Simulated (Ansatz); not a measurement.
Relaxation of C₄H₃ (7 atoms, charge -1, multiplicity 1), to a largest force component of 0.02 eV/Å in at most 40 steps.

These are results of Ansatz 0.2.0, RKS BLYP-D4/STO-3G, not measurements.

```xyz
7
Properties=species:S:1:pos:R:3
C -0.742 0.955 0.021
C 0.122 -0.021 0.278
C 1.071 -0.816 1.133
C 0.829 -1.143 -0.180
H -1.216 1.086 -0.958
H -1.035 1.691 0.769
H 0.971 -1.752 -1.063
```

Problem. Where does it end, and by what steps?

Solution. It converged. Limits of this set-up: minimal basis, an anion without diffuse functions, the dipole of an ion depends on the origin. After 5 steps the energy has fallen by 0.171 eV; H7 moved furthest, 0.08 Å.

| step | energy less start (eV) | largest force component (eV/Å) | accepted |
| --- | --- | --- | --- |
| 0 | 0.0000 | 3.024 | yes |
| 1 | -0.1445 | 0.990 | yes |
| 2 | -0.1691 | 0.146 | yes |
| 3 | -0.1708 | 0.057 | yes |
| 4 | -0.1711 | 0.023 | yes |
| 5 | -0.1711 | 0.017 | yes |

```xyz
7
Properties=species:S:1:pos:R:3
C -0.767 0.985 0.015
C 0.111 -0.021 0.249
C 1.110 -0.852 1.160
C 0.837 -1.158 -0.190
H -1.261 1.140 -0.963
H -1.052 1.721 0.787
H 1.022 -1.814 -1.059
```

Whether the end is a true minimum wasn't checked by a vibrational analysis.

Time of the run: 3.7 s on 1 thread of Arm Neoverse V2, on a shared host, peak memory 0.08 GiB.
